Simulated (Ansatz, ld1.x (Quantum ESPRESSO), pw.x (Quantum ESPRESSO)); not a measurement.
# What a changed setting does to a pw.x run (bcc S)

Potential: norm-conserving Troullier–Martins (Kleinman–Bylander form), ld1.x (Quantum ESPRESSO) 7.5, PBEsol; core [Ne], reference 3s2 3p3.5; waves: 3s (bound): rc 1.40 bohr; 3p (bound): rc 1.25 bohr; 3d channel at 0.15 Ry: rc 1.45 bohr; local part: all-electron potential smoothed inside 1.05 bohr (lloc = -1); core correction: Bessel-smoothed model core, default radius (core density twice the valence density).

The reference run (k-mesh 15³, cutoffs 135/540 Ry, Fermi–Dirac 0.01 Ry, mixing_beta 0.4, conv_thr 1e-9, no spin) gives -0.07 GPa at 14.840 Å³/atom, where all-electron LAPW gives 0.59 GPa. This run, with its own iteration cap, changes input_dft to pbee, a wrong or extreme entry chosen on purpose.

```
&control
  calculation='scf', prefix='x', pseudo_dir='./', outdir='./tmp', tstress=.true., disk_io='none'
/
&system
  ibrav=0, nat=1, ntyp=1, ecutwfc=135, ecutrho=540, nbnd=10,
  occupations='smearing', smearing='fd', degauss=0.01, input_dft='pbee'
/
&electrons
  conv_thr=1e-09, mixing_beta=0.4, electron_maxstep=70
/
ATOMIC_SPECIES
S 1.0 S.UPF
CELL_PARAMETERS angstrom
  -1.54807253 1.54807253 1.54807253
  1.54807253 -1.54807253 1.54807253
  1.54807253 1.54807253 -1.54807253
ATOMIC_POSITIONS crystal
S 0.0000 0.0000 0.0000
K_POINTS automatic
15 15 15 0 0 0
```

```bash
pw.x < S.scf.in > S.scf.out
```

Problem. How does the run end?

Solution. It converges in 8 iterations; the free energy moves by +201.30 eV/atom and the pressure by +128.07 GPa. The name is a misspelling that pw.x reads only in part, so most of exchange and correlation is missing and the result is not meaningful.

```
Exchange-correlation= PBEE
     Message from routine setup:
     using ibrav=0 with symmetry is DISCOURAGED, use correct ibrav instead
     lattice parameter (alat)  =       5.0670  a.u.
     unit-cell volume          =     100.1453 (a.u.)^3
     number of electrons       =         6.00
     number of Kohn-Sham states=           10
     kinetic-energy cutoff     =     135.0000  Ry
     charge density cutoff     =     540.0000  Ry
     scf convergence threshold =      1.0E-09
     Exchange-correlation= PBEE
     number of k points=   120  Fermi-Dirac smearing, width (Ry)=  0.0100
     iteration #  1     ecut=   135.00 Ry     beta= 0.40
     total energy              =     -16.06912178 Ry
     estimated scf accuracy    <       0.24292560 Ry
     iteration #  2     ecut=   135.00 Ry     beta= 0.40
     total energy              =     -16.05611956 Ry
     estimated scf accuracy    <       0.03816368 Ry
     iteration #  3     ecut=   135.00 Ry     beta= 0.40
     total energy              =     -16.06473377 Ry
     estimated scf accuracy    <       0.00007364 Ry
     [... 2 iterations left out ...]
     iteration #  6     ecut=   135.00 Ry     beta= 0.40
     total energy              =     -16.06476648 Ry
     estimated scf accuracy    <       0.00000012 Ry
     iteration #  7     ecut=   135.00 Ry     beta= 0.40
     total energy              =     -16.06476649 Ry
     estimated scf accuracy    <       0.00000001 Ry
     iteration #  8     ecut=   135.00 Ry     beta= 0.40
     the Fermi energy is    23.5972 ev
!    total energy              =     -16.06476649 Ry
     estimated scf accuracy    <          5.7E-10 Ry
     smearing contrib. (-TS)   =      -0.00301598 Ry
     The total energy is F=E-TS. E is the sum of the following terms:
     one-electron contribution =       6.15279626 Ry
     hartree contribution      =       0.51959593 Ry
     xc contribution           =      -0.34217549 Ry
     ewald contribution        =     -22.39196720 Ry
     convergence has been achieved in   8 iterations
          total   stress  (Ry/bohr**3)                   (kbar)     P=     1279.96
     Message from routine punch:
     Nothing written, as per user request (disk_io='none')
```

The run took about 39 s on one core of a shared server CPU.
